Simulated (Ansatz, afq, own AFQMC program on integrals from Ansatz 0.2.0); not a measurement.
**BGeH$_{3}$, singlet → BGeH$_{3}$⁺, doublet**

```json
{"atom": "Ge", "x (Å)": "-0.0022", "y (Å)": "0.0000", "z (Å)": "0.3187"}
{"atom": "B", "x (Å)": "-0.0666", "y (Å)": "0.0000", "z (Å)": "-1.6292"}
{"atom": "H", "x (Å)": "1.1607", "y (Å)": "0.0000", "z (Å)": "-1.0289"}
{"atom": "H", "x (Å)": "-0.1421", "y (Å)": "-1.0387", "z (Å)": "-2.2309"}
{"atom": "H", "x (Å)": "-0.1421", "y (Å)": "1.0387", "z (Å)": "-2.2309"}
```

Connectivity, by distances: Ge–BH2, 1 bridging H.

E(doublet, charge +1) − E(singlet, charge +0) at this geometry, on RHF and UHF determinants.

Basis cc-pVDZ. Noble-gas cores (and the filled d shells of Ga–Kr and In–Xe) are frozen. Ansatz 0.2.0 and our own AFQMC program on the same integrals; the CISD trial comes from CCSD amplitudes, and released means the phaseless constraint is let go. Uncertainties: one standard error, sampling alone. No spin–orbit coupling. The errors of all members are added in quadrature.

No full CI on the walks' own integrals is used here; CCSDT(Q) serves as the reference and is uncertain by about the last step of the cluster series. Each member takes its own surest rung, up to full CI.

Errors are counted within cc-pVDZ, not against nature.

Cautions: inner d shell frozen; no relativity below Rb; no spin-orbit coupling; BGeH₃ (singlet): restricted determinant unstable towards unrestricted (UHF 10 meV lower, ⟨S²⟩ 0.16).

Reference (CCSDT(Q)): 196.9 kcal/mol.

```csv
level,vertical ionization energy (kcal/mol),error against CCSDT(Q) (kcal/mol)
HF,178.7,-18.2
MP2,196.8,-0.1
CCSD,196.2,-0.7
CCSD(T),196.9,0.0
CCSDT,196.8,-0.1
ph-AFQMC/HF,199.3 ± 1.5,2.4 ± 1.5
ph-AFQMC/CISD,197.6 ± 0.5,0.7 ± 0.5
released AFQMC,197.3 ± 0.6,0.4 ± 0.6
```

Correlation beyond CCSD(T) changes it by less than 2 meV. The perturbative (T) step is worth +0.7 kcal/mol.

A walk keeps the symmetry of its determinant, which the program's search chose and which needn't be the lowest solution, so a lower state of the same spin and another symmetry isn't excluded. Released energies are given only where the last usable release times agree within the noise; a slower fall can still hide under it.
